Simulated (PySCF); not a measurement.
All values below come from B3LYP-D3(BJ)/def2-TZVP // PBE0-D4/def2-TZVP (PySCF). All species are isolated molecules in the gas phase. One relaxed conformer stands for a flexible species; it need not be the lowest. B3LYP has the VWN-RPA correlation part, as in Gaussian. 

Reference species (SMILES): `C[CH2]` (neutral, multiplicity 2).

```
Quantity                         Result
-----------------------------  --------
highest occupied spin orbital  -5.60 eV
```

Changed species: `[O][SiH2]O` (O–Si–O–H torsion 179°) (radical fragment; the reference has radical fragment).

### Question
What does the change do to the highest occupied spin orbital?

### Answer
the highest occupied spin orbital decreases by 3.33 eV, to -8.93 eV.
